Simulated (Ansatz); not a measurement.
Basis-set extrapolation for C4H4S (`CC#CC=S`) (PBE0-D4/def2-TZVP geometry, frozen core, the Gaussian-basis code of Ansatz). Multiplicity 1, RHF reference.

```csv
,def2-TZVPP,def2-QZVPP
HF,-551.314863,-551.332466
MP2 correlation,-0.796676,-0.851253
CCSD(T) correlation,-0.873316,not run
```

Energies in hartree. Use E(X) = E(∞) + A·exp(−7.88·√X) for Hartree–Fock and E(X) = E(∞) + B·X^(−2.97) for correlation, with X = 3 and 4, and add CCSD(T) minus MP2 of the smaller set to the MP2 limit.

What is the CCSD(T) energy at the basis-set limit?

HF limit: -551.332466 + (-0.017603) × 0.13774 = -551.33489. MP2 limit: -0.851253 + (-0.054577) × 0.74074 = -0.89168. Higher-order term: -0.873316 − (-0.796676) = -0.07664. Total: -552.30321 hartree, 302.0 kJ/mol below CCSD(T)/def2-TZVPP.
